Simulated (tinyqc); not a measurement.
Inside a calculation. Method: harmonic frequencies on the unrestricted LDA (VWN5)/sto-6g surface (energies and gradients from PySCF), for LiH+, spin multiplicity 2. One step of it, computed by the program tinyqc.

Question. One row of the Hessian: 2Hz. Displace 2Hz by +/-0.01 bohr; H(k, :) = (g(+) - g(-)) / (2 delta).

optimised positions (bohr):
```
            x         y          z
1Li  0.000000  0.000000  -0.228320
2H   0.000000  0.000000   3.529635
```

gradient at +delta (hartree/bohr):
```
              x           y            z
1Li  0.00000000  0.00000000  -0.00021742
2H   0.00000000  0.00000000   0.00021892
```

gradient at -delta (hartree/bohr):
```
              x           y            z
1Li  0.00000000  0.00000000   0.00022504
2H   0.00000000  0.00000000  -0.00022349
```

Give: row of the Hessian.

Answer.

row of the Hessian (hartree/bohr^2): 1Lix 0.00000, 1Liy 0.00000, 1Liz -0.02212, 2Hx 0.00000, 2Hy 0.00000, 2Hz 0.02212
